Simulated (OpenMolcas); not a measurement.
# NH3 (ammonia): a chain of runs

Aim: a single-point energy (UHF/STO-3G), then a single-point energy (CASSCF(2,2)/STO-3G), then the energy (CASPT2(2,2)/STO-3G), then a single-point energy (SC-NEVPT2(2,2)/STO-3G), then a single-point energy (MRCI(2,2)/STO-3G) of NH3 (ammonia). 

Program for the calculation: OpenMolcas 26.06.

## (1) The structure to begin with

NH3: 4 atoms, total charge 0, spin state singlet. As SMILES, `N`. The N1–H4 distance was set to 2.531 Å, away from the relaxed value. At this shape a bond of the SMILES string is far longer than usual.

Bond lengths: N1–H2 1.013 Å, N1–H3 1.013 Å. Angles: H2–N1–H3 107.1°.

## (2) The energy at UHF/STO-3G (run 1)

Input file step1.input:

```
* H3N Hartree-Fock
&GATEWAY
BasLib
$CurrDir
Coord
4
angstrom
N       -0.875142       0.092257       1.389105
H       -0.314762      -0.459033       2.027355
H       -1.692712      -0.459153       1.159265
H        0.466920       0.354280      -0.741200
Basis
STO-3G
Group
NoSym
&SEWARD
&SCF
UHF
Scramble
0.25
PrOrbitals
1 1
```

The basis set STO-3G is read from a file made from the Basis Set Exchange's data (not shown).

Started as:

```sh
$ export MOLCAS_MEM=1860
$ pymolcas step1.input > step1.log
```

What it wrote:

```text
--- Start Module: gateway ---
[...]
--- Stop Module: gateway /rc=_RC_ALL_IS_WELL_ ---
--- Start Module: seward ---
[...]
      Basis functions            8
--- Stop Module: seward /rc=_RC_ALL_IS_WELL_ ---
--- Start Module: scf ---
[...]
       Convergence after  15 Iterations
[...]
::    Total SCF energy                                -55.3011883611
[...]
      Total spin, S                                     0.6166503171
[...]
      Total electronic charge=   10.000000
      Total            charge=   -0.000000
[...]
      Dipole Moment (debye):
      Origin of the operator (angstrom)=   -0.8109    0.0425    1.2872
                   X= -3.8599E-01               Y= -1.6611E+00               Z=  6.1293E-01           Total=  1.8122E+00
      Quadrupole Moment (debye*angstrom):
[...]
--- Stop Module: scf /rc=_RC_ALL_IS_WELL_ ---
[...]
```

Wall time 1.7 s (1 thread of Arm Neoverse V1, shared host); peak memory 0.37 GiB.

## (3) A single-point energy at CASSCF(2,2)/STO-3G (run 2)

Input file step2.input:

```
>>> EXPORT MOLCAS_PRINT=2

&GATEWAY
 BASLIB=$CurrDir
 COORD
 4
 angstrom
 N       -0.875142       0.092257       1.389105
 H       -0.314762      -0.459033       2.027355
 H       -1.692712      -0.459153       1.159265
 H        0.466920       0.354280      -0.741200
 BASIS=STO-3G
 GROUP=NoSym

&SEWARD

&RASSCF
 FILEORB=$CurrDir/step1.UnaOrb
 SPIN=1
 NACTEL=2 0 0
 INACTIVE=4
 RAS2=2
 ORBLISTING=Nothing
```

The basis set STO-3G is read from a file made from the Basis Set Exchange's data (not shown).

Started as:

```sh
$ export MOLCAS_MEM=1860
$ pymolcas step2.input > step2.log
```

What it wrote:

```text
--- Start Module: gateway ---
[...]
--- Stop Module: gateway /rc=_RC_ALL_IS_WELL_ ---
--- Start Module: seward ---
[...]
      Basis functions            8
--- Stop Module: seward /rc=_RC_ALL_IS_WELL_ ---
--- Start Module: rasscf ---
[...]
      Number of active orbitals                  2
[...]
      Spin quantum number                      0.0
[...]
      Active orbitals                            2
[...]
      Number of CSFs                             3
[...]
      Number of root(s) required                 1
[...]
      Convergence after 10 iterations
[...]
      printout of CI-coefficients larger than  0.05 for root  1
      energy=     -55.301172
      conf/sym  11     Coeff  Weight
             1  20  -0.77450 0.59985
             3  02   0.63257 0.40015
      Natural orbitals and occupation numbers for root  1
      sym 1:   1.199701   0.800299
      ************************************************************************************************************************
      *                                                    Final results                                                     *
[...]
::    RASSCF root number  1 Total energy:    -55.30117165
[...]
      Total electronic charge=   10.000000
      Total            charge=   -0.000000
[...]
      Dipole Moment (debye):
      Origin of the operator (angstrom)=   -0.8109    0.0425    1.2872
                   X= -3.6478E-01               Y= -1.6738E+00               Z=  5.7927E-01           Total=  1.8084E+00
      Quadrupole Moment (debye*angstrom):
[...]
--- Stop Module: rasscf /rc=_RC_ALL_IS_WELL_ ---
[...]
```

Wall time 1.6 s (1 thread of Arm Neoverse V1, shared host); peak memory 0.37 GiB.

## (4) A single-point energy at CASPT2(2,2)/STO-3G (run 3)

Input file step3.inp:

```
&gateway
 baslib=$CurrDir
 coord
 4
 angstrom
 N       -0.875142       0.092257       1.389105
 H       -0.314762      -0.459033       2.027355
 H       -1.692712      -0.459153       1.159265
 H        0.466920       0.354280      -0.741200
 basis=STO-3G
 group=NoSym

&seward

&rasscf
 fileorb=$CurrDir/step2.RasOrb
 spin=1
 nactel=2 0 0
 inactive=4
 ras2=2
 orblisting=Nothing

&caspt2
 imaginary=0.1
 frozen=1
```

The basis set STO-3G is read from a file made from the Basis Set Exchange's data (not shown).

Started as:

```sh
$ export MOLCAS_MEM=1860
$ pymolcas step3.inp > step3.log
```

What it wrote:

```text
--- Start Module: gateway ---
[...]
--- Stop Module: gateway /rc=_RC_ALL_IS_WELL_ ---
[...]
      Basis functions            8
[...]
--- Start Module: rasscf ---
[...]
      Number of active orbitals                  2
[...]
      Spin quantum number                      0.0
[...]
      Active orbitals                            2
[...]
      Number of CSFs                             3
[...]
      Number of root(s) required                 1
[...]
      Convergence after  4 iterations
[...]
      printout of CI-coefficients larger than  0.05 for root  1
      energy=     -55.301172
      conf/sym  11     Coeff  Weight
             1  20  -0.77450 0.59985
             3  02   0.63257 0.40015
      Natural orbitals and occupation numbers for root  1
      sym 1:   1.199701   0.800299
      ************************************************************************************************************************
      *                                                    Final results                                                     *
[...]
::    RASSCF root number  1 Total energy:    -55.30117165
[...]
      Total electronic charge=   10.000000
      Total            charge=   -0.000000
[...]
      Dipole Moment (debye):
      Origin of the operator (angstrom)=   -0.8109    0.0425    1.2872
                   X= -3.6478E-01               Y= -1.6738E+00               Z=  5.7926E-01           Total=  1.8084E+00
      Quadrupole Moment (debye*angstrom):
[...]
--- Stop Module: rasscf /rc=_RC_ALL_IS_WELL_ ---
--- Start Module: caspt2 ---
[...]
 ###    WARNING: User changed nr of frozen orbitals.                         ###
 ###############################################################################
[...]
      E2 (Variational):          -0.0319862353
      Total energy:             -55.3331578807
[...]
      Reference weight:           0.98741
[...]
::    CASPT2 Root  1     Total energy:    -55.33315788
[...]
--- Stop Module: caspt2 /rc=_RC_ALL_IS_WELL_ ---
[...]
```

Run time: 1.6 s. Hardware: 1 thread of Arm Neoverse V1, shared host; peak memory 0.37 GiB.

## (5) The energy at SC-NEVPT2(2,2)/STO-3G (run 4)

Input file step4.inp:

```
&GATEWAY
  BasLib = $CurrDir
  Coord
  4
  angstrom
  N       -0.875142       0.092257       1.389105
  H       -0.314762      -0.459033       2.027355
  H       -1.692712      -0.459153       1.159265
  H        0.466920       0.354280      -0.741200
  Basis = STO-3G
  Group = NoSym

&SEWARD

&RASSCF
  FileOrb = $CurrDir/step2.RasOrb
  Spin = 1
  Nactel = 2 0 0
  Inactive = 4
  Ras2 = 2
  OrbListing = Nothing

&CASPT2
  SC-NEVPT2
  Frozen = 1
```

The basis set STO-3G is read from a file made from the Basis Set Exchange's data (not shown).

Started as:

```sh
$ export MOLCAS_MEM=1860
$ pymolcas step4.inp > step4.log
```

What it wrote:

```text
--- Start Module: gateway ---
[...]
--- Stop Module: gateway /rc=_RC_ALL_IS_WELL_ ---
[...]
      Basis functions            8
[...]
--- Start Module: rasscf ---
[...]
      Number of active orbitals                  2
[...]
      Spin quantum number                      0.0
[...]
      Active orbitals                            2
[...]
      Number of CSFs                             3
[...]
      Number of root(s) required                 1
[...]
      Convergence after  4 iterations
[...]
      printout of CI-coefficients larger than  0.05 for root  1
      energy=     -55.301172
      conf/sym  11     Coeff  Weight
             1  20  -0.77450 0.59985
             3  02   0.63257 0.40015
      Natural orbitals and occupation numbers for root  1
      sym 1:   1.199701   0.800299
      ************************************************************************************************************************
      *                                                    Final results                                                     *
[...]
::    RASSCF root number  1 Total energy:    -55.30117165
[...]
      Total electronic charge=   10.000000
      Total            charge=   -0.000000
[...]
      Dipole Moment (debye):
      Origin of the operator (angstrom)=   -0.8109    0.0425    1.2872
                   X= -3.6478E-01               Y= -1.6738E+00               Z=  5.7926E-01           Total=  1.8084E+00
      Quadrupole Moment (debye*angstrom):
[...]
--- Stop Module: rasscf /rc=_RC_ALL_IS_WELL_ ---
--- Start Module: caspt2 ---
[...]
 ###    WARNING: User changed nr of frozen orbitals.                         ###
 ###############################################################################
[...]
      E2 (Variational):          -0.0322262333
[...]
      E2 (Variational):          -0.0321905139
      Total energy:             -55.3333621594
[...]
      Reference weight:           0.98715
[...]
::    SC-NEVPT2 Root  1     Total energy:    -55.33336216
[...]
--- Stop Module: caspt2 /rc=_RC_ALL_IS_WELL_ ---
[...]
```

Run time: 1.6 s. Hardware: 1 thread of Arm Neoverse V1, shared host; peak memory 0.37 GiB.

## (6) The energy at MRCI(2,2)/STO-3G (run 5)

Input file step5.input:

```
&GATEWAY
BasLib=$CurrDir
Coord
4
angstrom
N       -0.875142       0.092257       1.389105
H       -0.314762      -0.459033       2.027355
H       -1.692712      -0.459153       1.159265
H        0.466920       0.354280      -0.741200
Basis=STO-3G
Group=NoSym
&SEWARD
&RASSCF
FileOrb=$CurrDir/step2.RasOrb
Spin=1
Nactel=2 0 0
Inactive=4
Ras2=2
OrbListing=Nothing
&MOTRA
LumOrb
Frozen=1
&GUGA
Electrons=8
Spin=1
Inactive=3
Active=2
CIAll=1
&MRCI
SDCI
```

The basis set STO-3G is read from a file made from the Basis Set Exchange's data (not shown).

Started as:

```sh
$ export MOLCAS_MEM=1860
$ pymolcas step5.input > step5.log
```

What it wrote:

```text
--- Start Module: gateway ---
[...]
--- Stop Module: gateway /rc=_RC_ALL_IS_WELL_ ---
[...]
      Basis functions            8
[...]
      Number of active orbitals                  2
[...]
      Spin quantum number                      0.0
[...]
      Active orbitals                            2
[...]
      Number of CSFs                             3
[...]
      Number of root(s) required                 1
[...]
      Convergence after  4 iterations
[...]
      printout of CI-coefficients larger than  0.05 for root  1
      energy=     -55.301172
      conf/sym  11     Coeff  Weight
             1  20  -0.77450 0.59985
             3  02   0.63257 0.40015
      Natural orbitals and occupation numbers for root  1
      sym 1:   1.199701   0.800299
      ************************************************************************************************************************
      *                                                    Final results                                                     *
[...]
::    RASSCF root number  1 Total energy:    -55.30117165
[...]
      Dipole Moment (debye):
      Origin of the operator (angstrom)=   -0.8109    0.0425    1.2872
                   X= -3.6478E-01               Y= -1.6738E+00               Z=  5.7926E-01           Total=  1.8084E+00
      Quadrupole Moment (debye*angstrom):
[...]
      *** WARNING: Default frozen orbitals is overwritten by user input.
      *** Default values:   1
[...]
--- Start Module: guga ---
[...]
--- Stop Module: guga /rc=_RC_ALL_IS_WELL_ ---
--- Start Module: mrci ---
[...]
       (But an ACPF correction will be computed)
       USE THE DEFAULT ACPF G-VALUE GFAC=  0.25000000000000000
[...]
                      CI ENERGY:   -55.34724309
[...]
                ACPF CORRECTION:    -0.00095599
[...]
      Total electronic charge=   10.000000
      Total            charge=   -0.000000
[...]
     ACPF CORRECTION:     -0.00095599
[...]
  CI State   1     Total energy:    -55.34724309     QDav:     -0.00128353     QACPF:     -0.00095599
[...]
--- Stop Module: mrci /rc=_RC_ALL_IS_WELL_ ---
[...]
```

Run time: 1.7 s. Hardware: 1 thread of Arm Neoverse V1, shared host; peak memory 0.37 GiB.

## (7) What came out

| quantity | value |
| --- | --- |
| run 1, UHF/STO-3G: total energy | -55.30119 Eh |
| run 1, UHF/STO-3G: dipole moment | 1.81 D |
| run 1, UHF/STO-3G: HOMO energy | -9.88 eV |
| run 1, UHF/STO-3G: LUMO energy | 8.78 eV |
| run 1, UHF/STO-3G: HOMO–LUMO gap | 18.66 eV |
| run 1, UHF/STO-3G: ⟨S²⟩ | 0.997 |
| run 2, CASSCF(2,2)/STO-3G: total energy | -55.30117 Eh |
| run 2, CASSCF(2,2)/STO-3G: dipole moment (CASSCF density) | 1.81 D |
| run 3, CASPT2(2,2)/STO-3G: total energy | -55.33316 Eh |
| run 3, CASPT2(2,2)/STO-3G: dipole moment (CASSCF density) | 1.81 D |
| run 4, SC-NEVPT2(2,2)/STO-3G: total energy | -55.33336 Eh |
| run 4, SC-NEVPT2(2,2)/STO-3G: dipole moment (CASSCF density) | 1.81 D |
| run 5, MRCI(2,2)/STO-3G: total energy | -55.34724 Eh |
| run 5, MRCI(2,2)/STO-3G: dipole moment (CASSCF density) | 1.81 D |

**Reading.** ⟨S²⟩ (run 1, UHF/STO-3G) is 1.00 where a pure singlet has 0.00: the reference is spin-contaminated. Mulliken charges (run 1, UHF/STO-3G) run from -0.29 on N1 to +0.14 on H2. Mulliken charges (run 3, CASPT2(2,2)/STO-3G) of the CASSCF density run from -0.29 on N1 to +0.15 on H2; they depend strongly on the basis. Mulliken charges (run 4, SC-NEVPT2(2,2)/STO-3G) of the CASSCF density run from -0.29 on N1 to +0.15 on H2; they depend strongly on the basis. Mulliken charges (run 5, MRCI(2,2)/STO-3G) of the CASSCF density run from -0.29 on N1 to +0.15 on H2.
